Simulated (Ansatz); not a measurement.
A run of Ansatz (development build ahead of 0.2.0) on singlet Li2 at this shape:

```csv
atom,x (Å),y (Å),z (Å)
Li,0.0000,0.0000,-1.2821
Li,0.0000,0.0000,1.2821
```

Its results:

```
Converged                       : yes
Total energy                    : -14.63800 hartree
Spin squared of the determinant : 0.000
```

Q: Which input gives this output? Name the method, the orbitals and the basis set, and write the input.

A: RHF in STO-3G. An unrestricted run that stays on the closed shell gives the same numbers.

```yaml
crystal:
  periodic: [false, false, false]
  atoms:
    - { symbol: Li, position_ang: [0.0, 0.0, -1.28208] }
    - { symbol: Li, position_ang: [0.0, 0.0, 1.28208] }
basis:
  gaussian: { orbitals: STO-3G }
hamiltonian:
  xc: hf
```
